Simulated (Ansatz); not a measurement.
F2, the interaction energy of a dimer with the counterpoise correction

With Ansatz 0.2.0 through its Python package.

Interactive session:
```pycon
>>> import ansatz as az
>>> import numpy as np
>>> FIRST = [
...     ("F", (0.0, 0.0, -0.615)),
...     ("F", (0.0, 0.0, 0.615)),
... ]
>>> SECOND = [
...     ("F", (-0.8207, 2.0513, 2.0783)),
...     ("F", (-1.69, 2.1273, 2.9452)),
... ]
>>> def energy(atoms, ghosts=()):
...     molecule = az.Crystal.molecule()
...     for symbol, xyz in atoms:
...         molecule = molecule.atom(symbol, xyz)
...     calc = (
...         molecule.calculation()
...         .basis(gaussian="def2-SVP")
...         .functional("b3lyp")
...     )
...     deck = calc.input()
...     if ghosts:
...         deck = deck.set(az.key.basis.gaussian.ghost_atoms, [{"symbol": s, "position_ang": list(xyz)} for s, xyz in ghosts])
...     return az.Session.from_dict(deck).plan().execute().report["free_energy_ev"]
...
>>> # ghost atoms carry the functions of the partner
>>> direction = np.array([-0.3587, 0.5969, 0.7176])
>>> print("shift (A)   counterpoise-corrected interaction (kJ/mol)")
shift (A)   counterpoise-corrected interaction (kJ/mol)
>>> for shift in (-0.3, 0.0, 0.4, 1.0, 2.0):
...     moved = [(s, tuple(np.round(np.array(xyz) + shift * direction, 4))) for s, xyz in SECOND]
...     gain = energy(FIRST + moved) - energy(FIRST, moved) - energy(moved, FIRST)
...     print(f"{shift:8.2f} {96.485332 * gain:14.3f}")
...
   -0.30         10.230
    0.00          2.594
    0.40          0.372
    1.00          0.048
    2.00         -0.021
```

The dimer is a generated trial pose of unrelaxed monomers, not a minimum, so the figure is no binding energy, and the basis set is small. b3lyp holds the VWN-RPA fit, as in Gaussian; the form of ORCA and Turbomole is b3lyp5. This level lacks the dispersion part of the attraction (electrostatics and induction are there), which can decide the sign where the interaction is weak. The spin state was assumed, and another may lie lower. Timing: 8 s on 1 thread of Arm Neoverse V2, on a shared host, peak memory 0.17 GiB.
